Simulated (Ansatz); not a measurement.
System: hydrogen fluoride, HF, net charge 0, singlet state. SMILES: F
Geometry from a B3LYP-D3(BJ)/def2-TZVP (Ansatz, a quantum-chemistry and plane-wave program) optimisation:
```
F
H 1 0.9245
```

Q: Give the harmonic wavenumbers at B3LYP-D3(BJ)/def2-TZVP (Ansatz, finite differences of forces, unscaled).

A: 4075 cm⁻¹. Zero-point energy 5.8 kcal/mol.

Q: From these and the geometry, give the ideal-gas thermochemistry at 298.15 K and 1 atm (rigid rotor, harmonic oscillator).

A: Point group C∞v, rotational symmetry number 1. Rotational constants 617.7, 617.7 GHz. S(trans) 34.92, S(rot) 6.57, S(vib) 0.00, S(elec, spin only) 0.00, S 41.5 cal/(mol K). H(298) - H(0) 2.07 kcal/mol; G - E(el) -4.5 kcal/mol. Tabulated S at 1 bar: 41.5 cal/(mol K) (CRC Handbook, as tabulated in the package chemicals).
